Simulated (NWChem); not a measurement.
Species: C2H4 cation, doublet; SMILES of the neutral closed-shell parent C=C

```xyz
6

C      0.0000     0.7005     0.0000
C      0.0000    -0.7005     0.0000
H      0.9114     1.2647    -0.2104
H     -0.9114     1.2647     0.2104
H     -0.9114    -1.2647    -0.2104
H      0.9114    -1.2647     0.2104
```
Atoms are numbered in this order, from 1.

All runs: NWChem. Spin-unrestricted. In the optimisation the excess spin sits in b1 (D2, its own frame). The geometry was optimised at B3LYP/6-31G* (spherical d), spin-unrestricted. The spin multiplicity was typed, not searched, and may not be the lowest. No stability test was run on the SCF state. Level: M05-2X/def2-SVP with SMD (1 M gas to 1 M solution), gas-phase geometry. Reactions with the solvent are ignored.

```
solvent          dielectric constant  solvation free energy (kcal/mol)  cavity-dispersion-structure term (kcal/mol)
---------------  -------------------  --------------------------------  -------------------------------------------
water                           78.4                                 ?                                          3.4
dichloromethane                 8.93                             -66.1                                          0.2
ethylene glycol                 40.2                             -69.7                                          3.2
2-propanol                      19.3                             -69.6                                          1.3
```

**Question.** What belongs in the gaps?

**Answer.** 
- water, solvation free energy (kcal/mol): -70.4
